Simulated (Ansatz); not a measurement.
## CH3FS2, SMILES FCSS: a short molecular-dynamics run

Computed with Ansatz 0.2.0 through its Python package.

The script reads `ch3fs2.xyz`:
```text
7

F    -1.01170   -0.27350    0.99210
C    -0.58280    0.75510    0.17730
S     0.22000    0.04410   -1.27420
S     1.76600   -1.12290   -0.38560
H    -1.42150    1.36160   -0.16890
H     0.10610    1.39830    0.75630
H     0.98520   -2.23070   -0.14290
```

The script, `ch3fs2.py`:
```python
import logging
import sys

import ansatz as az
import numpy as np

logging.basicConfig(stream=sys.stdout, format='[%(levelname)s] %(message)s')
log = logging.getLogger('ansatz_job')
log.setLevel(logging.INFO)

geometry = az.Crystal.molecule_from_extxyz('ch3fs2.xyz')

job = geometry.calculation()
job = job.basis(gaussian='def2-SVP')
job = job.functional('pbe')
job = job.md('nve', timestep=0.5, steps=30, temperature=200, initial_velocities='maxwell_boltzmann', seed=4)
frames = []
result = job.session().plan().execute(on_event=lambda e: frames.append(e['data']) if e['event'] == 'md_step' else None)
log.info('t (fs)   E_pot (eV)      E_kin (eV)   T (K)   d(0-1) (A)')
for f in frames[::1]:
    xyz = np.array(f['positions_ang'])
    log.info(f'{f["time_fs"]:6.2f} {f["lagrangian_ev"]:14.5f} {f["e_kin_ev"]:10.5f} {f["temperature_k"]:8.1f} {np.linalg.norm(xyz[0] - xyz[1]):9.4f}')
kept = np.array([f['conserved_ev'] for f in frames])
log.info(f'conserved energy moves by at most {1000 * np.ptp(kept):.3f} meV')
symbols = [site.symbol for site in geometry.cartesian_sites]
with open('last_frame.xyz', 'w') as handle:
    handle.write(f'{len(symbols)}\nt = {frames[-1]["time_fs"]} fs\n')
    handle.writelines('{:2s} {:10.5f} {:10.5f} {:10.5f}\n'.format(s, *xyz) for s, xyz in zip(symbols, frames[-1]['positions_ang']))
```

Output of `python ch3fs2.py`:
```text
[INFO] t (fs)   E_pot (eV)      E_kin (eV)   T (K)   d(0-1) (A)
[INFO]   0.00   -25450.10207    0.12926    200.0    1.3805
[INFO]   0.50   -25450.10154    0.12877    199.2    1.3772
[INFO]   1.00   -25450.10080    0.12804    198.1    1.3738
[INFO]   1.50   -25450.09991    0.12711    196.7    1.3702
[INFO]   2.00   -25450.09831    0.12545    194.1    1.3666
[INFO]   2.50   -25450.09513    0.12222    189.1    1.3629
[INFO]   3.00   -25450.08959    0.11666    180.5    1.3593
[INFO]   3.50   -25450.08140    0.10850    167.9    1.3557
[INFO]   4.00   -25450.07091    0.09807    151.7    1.3523
[INFO]   4.50   -25450.05905    0.08629    133.5    1.3490
[INFO]   5.00   -25450.04714    0.07447    115.2    1.3460
[INFO]   5.50   -25450.03665    0.06406     99.1    1.3433
[INFO]   6.00   -25450.02888    0.05635     87.2    1.3410
[INFO]   6.50   -25450.02476    0.05226     80.9    1.3390
[INFO]   7.00   -25450.02469    0.05218     80.7    1.3374
[INFO]   7.50   -25450.02850    0.05594     86.6    1.3363
[INFO]   8.00   -25450.03544    0.06281     97.2    1.3355
[INFO]   8.50   -25450.04437    0.07166    110.9    1.3352
[INFO]   9.00   -25450.05402    0.08123    125.7    1.3354
[INFO]   9.50   -25450.06324    0.09041    139.9    1.3359
[INFO]  10.00   -25450.07136    0.09852    152.4    1.3368
[INFO]  10.50   -25450.07828    0.10547    163.2    1.3380
[INFO]  11.00   -25450.08446    0.11170    172.8    1.3396
[INFO]  11.50   -25450.09061    0.11789    182.4    1.3414
[INFO]  12.00   -25450.09726    0.12453    192.7    1.3436
[INFO]  12.50   -25450.10436    0.13158    203.6    1.3459
[INFO]  13.00   -25450.11121    0.13836    214.1    1.3485
[INFO]  13.50   -25450.11662    0.14369    222.3    1.3513
[INFO]  14.00   -25450.11932    0.14633    226.4    1.3542
[INFO]  14.50   -25450.11842    0.14542    225.0    1.3574
[INFO]  15.00   -25450.11370    0.14073    217.7    1.3607
[INFO] conserved energy moves by at most 0.502 meV
```

`last_frame.xyz`, as written:
```text
7
t = 15.0 fs
F    -1.01731   -0.27407    1.01162
C    -0.53770    0.71271    0.20685
S     0.22723    0.04226   -1.30997
S     1.74037   -1.10260   -0.36731
H    -1.38497    1.35237   -0.16114
H     0.18014    1.38744    0.72051
H     1.02809   -2.28196   -0.27902
```

These settings explore the input space; basis and method may be short of convergence. The trajectory is only some femtoseconds long, so its temperature is not equilibrated; where the script doesn't relax first, it starts from a rough generated geometry. The temperature counts the internal degrees of freedom alone. Timing: 61 s on 1 thread of Arm Neoverse V1 (shared host), peak memory 0.21 GiB.
